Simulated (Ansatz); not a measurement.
Ansatz (an electronic-structure program) input (CCSD(T)/aug-cc-pVDZ):

Ansatz 0.2 input:
```yaml
crystal:
  periodic: [false, false, false]
  atoms:
    - {symbol: C, position_ang: [-0.05597168, 1.17374823, -0.34374154]}
    - {symbol: O, position_ang: [-0.24944197, 0.11586462, 0.47547716]}
    - {symbol: C, position_ang: [0.18257024, -1.13520039, -0.03911133]}
    - {symbol: H, position_ang: [0.70352290, 1.10180967, -1.11412819]}
    - {symbol: H, position_ang: [-0.33963666, 2.12104925, 0.08788748]}
    - {symbol: H, position_ang: [0.00612759, -1.87648924, 0.73690867]}
    - {symbol: H, position_ang: [-0.38403480, -1.39909118, -0.93654013]}
    - {symbol: H, position_ang: [1.24996536, -1.10548243, -0.28082782]}
basis:
  gaussian:
    orbitals: aug-cc-pVDZ
magnetization: {spin_polarized: true, initial_magnetization: 1}
correlation: {method: ccsd_t, electrons: outside_noble_gas}
output: {forces: true}
```

Output:

```
Functional definition: HF
integrals: 0.31 GiB planned
1114 factors; integrals over basis functions are off by at most 6.1e-4 eV
mean field: 0.32 GiB planned
mean field evaluation 1: about -4173.9780 eV, gradient 1.8e1 eV
mean field evaluation 2: about -4173.9787 eV, gradient 1.8e1 eV
mean field evaluation 4: about -4175.7989 eV, gradient 3.3e0 eV
mean field evaluation 8: about -4175.8713 eV, gradient 2.1e-1 eV
mean field evaluation 16: about -4175.8559 eV, gradient 8.3e-1 eV
mean field evaluation 32: about -4171.5302 eV, gradient 6.3e-2 eV
mean field -4175.87249672 eV, -153.4604837464 hartree, gradient 1.9e-6 eV, S^2 0.761593; 0 other end points of the search recorded, 0 dependent functions left out
3 core orbitals not correlated
reference -4175.87249672 eV, -153.4604837464 hartree; 10, 9 occupied and 101, 102 virtual orbitals, 1114 factors
densities: 2.19 GiB planned
second order -12.86098952 eV of doubles, -0.00000000 eV of singles
coupled cluster: 1.27 GiB planned
cycle   1  -13.39439648 eV  change   -5.3e-1 eV  update   8.8e-2
cycle   2  -13.76406952 eV  change   -3.7e-1 eV  update   2.7e-2
cycle   3  -13.87074800 eV  change   -1.1e-1 eV  update   1.8e-2
cycle   4  -13.87048798 eV  change    2.6e-4 eV  update   7.4e-3
cycle   5  -13.86964004 eV  change    8.5e-4 eV  update   3.6e-3
cycle   6  -13.87057839 eV  change   -9.4e-4 eV  update   1.3e-3
cycle   7  -13.87030186 eV  change    2.8e-4 eV  update   4.7e-4
cycle   8  -13.87027942 eV  change    2.2e-5 eV  update   1.9e-4
cycle   9  -13.87031663 eV  change   -3.7e-5 eV  update   7.3e-5
cycle  10  -13.87028653 eV  change    3.0e-5 eV  update   2.9e-5
cycle  11  -13.87029161 eV  change   -5.1e-6 eV  update   1.3e-5
cycle  12  -13.87029973 eV  change   -8.1e-6 eV  update   5.8e-6
cycle  13  -13.87030154 eV  change   -1.8e-6 eV  update   2.8e-6
perturbative correction -0.42415426 eV, -0.0155873814 hartree
the calculation of the forces begins
Total energy: -4190.16695251 eV, -153.9857953077 hartree
Atom 0 at    -0.055972     1.173748    -0.343742 Å, force    -0.098262     0.121320    -0.409387 eV/Å
Atom 1 at    -0.249442     0.115865     0.475477 Å, force    -0.330308    -0.158788     0.845846 eV/Å
Atom 2 at     0.182570    -1.135200    -0.039111 Å, force     0.062477     0.007907    -0.148514 eV/Å
Atom 3 at     0.703523     1.101810    -1.114128 Å, force     0.368462    -0.033122    -0.352263 eV/Å
Atom 4 at    -0.339637     2.121049     0.087887 Å, force    -0.122372     0.444282     0.201907 eV/Å
Atom 5 at     0.006128    -1.876489     0.736909 Å, force    -0.082378    -0.300525     0.341752 eV/Å
Atom 6 at    -0.384035    -1.399091    -0.936540 Å, force    -0.245467    -0.102773    -0.382550 eV/Å
Atom 7 at     1.249965    -1.105482    -0.280828 Å, force     0.447848     0.021698    -0.096791 eV/Å
Dipole moment:     0.170605    -0.189969    -0.121393 e Å
```

It need not be the lowest isomer of its formula.
